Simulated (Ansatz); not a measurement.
Born–Oppenheimer molecular dynamics of CH4Mg (6 atoms, charge 0, multiplicity 1). It starts from a relaxed structure.

Level of theory: UKS PBE-D4/6-31G* in Ansatz 0.2.0.

```
ensemble                      : NVE (velocity Verlet)
time step                     : 0.5 fs
steps asked                   : 150
starting velocities drawn for : 2000 K
seed                          : 910127
```

First frame:

```xyz
6
Properties=species:S:1:pos:R:3
C -0.171 -0.513 -0.579
Mg 0.309 0.834 0.960
H -0.690 -0.011 -1.417
H -0.838 -1.324 -0.232
H 0.725 -1.000 -1.007
H 0.706 1.950 2.229
```

(1) How far do the bonds stretch over the last three quarters of this one trajectory? (Pairs bonded in most of those frames.)

Results:

(1) 
```json
{"bond": "C1–Mg2", "mean (Å)": "2.093", "spread (Å)": "0.101", "shortest": "1.94", "longest": "2.25"}
{"bond": "C1–H3", "mean (Å)": "1.115", "spread (Å)": "0.032", "shortest": "1.06", "longest": "1.17"}
{"bond": "C1–H4", "mean (Å)": "1.115", "spread (Å)": "0.055", "shortest": "1.03", "longest": "1.20"}
{"bond": "C1–H5", "mean (Å)": "1.119", "spread (Å)": "0.020", "shortest": "1.08", "longest": "1.16"}
{"bond": "Mg2–H6", "mean (Å)": "1.787", "spread (Å)": "0.194", "shortest": "1.50", "longest": "2.07"}
```

Mean temperature of the second half: 1029 K. The conserved energy stayed within 0.79 meV per atom of its start (net change 0.55 meV per atom), so the integration is sound. The temperature averaged 0.51 of the 2000 K drawn at the start: a run that starts near a minimum puts about half its kinetic energy into the potential. A run of 0.075 ps of so small a system gives no equilibrium averages.

Run time: 2.9 min on 1 thread of Intel(R) Xeon(R) Platinum 8375C CPU @ 2.90GHz (Ice Lake), with other jobs on the host, peak memory 0.19 GiB.
